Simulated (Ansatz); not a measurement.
How far each method lies from RCCSDT(Q) for ClF$_{3}$, singlet

Geometry: MP2(full)/6-31G*, from the G2/97 set.

```xyz
4

Cl    0.0000    0.0000    0.3786
F     0.0000    0.0000   -1.2566
F     0.0000    1.7145    0.2751
F     0.0000   -1.7145    0.2751
```

Basis cc-pV(D+d)Z; Ansatz 0.2.0. Only valence electrons are correlated (noble-gas cores frozen), which leaves 28 electrons in 57 orbitals. R marks a restricted (for open shells ROHF) determinant. Active spaces: valence = (20e, 12o, short of the full valence) chosen from the atoms' valence shells.

Full CI isn't at hand for all of this; RCCSDT(Q) serves as the reference, and is uncertain by about the last step of the cluster series.

The UHF ⟨S²⟩ is 0.000 and the T1 diagnostic (RCCSD) is 0.0159. The largest doubles amplitude (RCCSD) is 0.106.

| level | E − E(RCCSDT(Q)) (kJ/mol) | share of correlation (%) | wall time |
| --- | --- | --- | --- |
| RHF | 2062.3 | 0.00 | – |
| RMP2 | 92.0 | 95.54 | – |
| CISD | 327.2 | 84.13 | 17 s |
| RCCSD | 63.8 | 96.91 | – |
| RCCSD(T) | 10.4 | 99.49 | 2.4 s |
| BCCD(T) | 9.2 | 99.55 | 2.6 s |
| RCCSDT | 7.9 | 99.62 | – |
| CASSCF (valence space) | 1835.1 | 11.02 | – |
| NEVPT2 (valence space) | 156.9 | 92.39 | 6 s |
| MRCISD (valence space) | 242.1 | 88.26 | – |
| MRCISD+Q (valence space) | 45.8 | 97.78 | 20 s (H100) |

The correlation energy at RCCSDT(Q), counted from RHF, is -21.374 eV. That run took 19 s on 2 threads of AMD EPYC 7R13 with a shared H100 80 GB, shared host.

Times hold each run's SCF and search for its determinant on a shared host, so for small cases they say little of a method's own cost; rows without a card ran on 1 thread of AMD EPYC 7R13.

Natural occupations of CASSCF (valence space) about the gap: 1.996 1.996 1.978 1.950 1.937 0.075 0.074; effectively unpaired electrons, Σ n²(2−n)², 0.07.

Atomization energy (electronic, same basis, no zero-point term; atoms at the same level, unrestricted beside the R rows where the molecule is a closed shell, with restricted open-shell steps beyond CCSDT(Q)) at RCCSDT(Q): 308.9 kJ/mol. Errors of other levels:

```json
{"level": "RHF", "error (kJ/mol)": "-511.7"}
{"level": "RMP2", "error (kJ/mol)": "55.6"}
{"level": "CISD", "error (kJ/mol)": "-278.4"}
{"level": "RCCSD", "error (kJ/mol)": "-50.4"}
{"level": "RCCSD(T)", "error (kJ/mol)": "-7.9"}
{"level": "BCCD(T)", "error (kJ/mol)": "-6.4"}
{"level": "RCCSDT", "error (kJ/mol)": "-6.7"}
```

This basis is far from its limit, so the value isn't to be set against a measured one. Truncated CI isn't size-consistent, which counts against it in atomization.
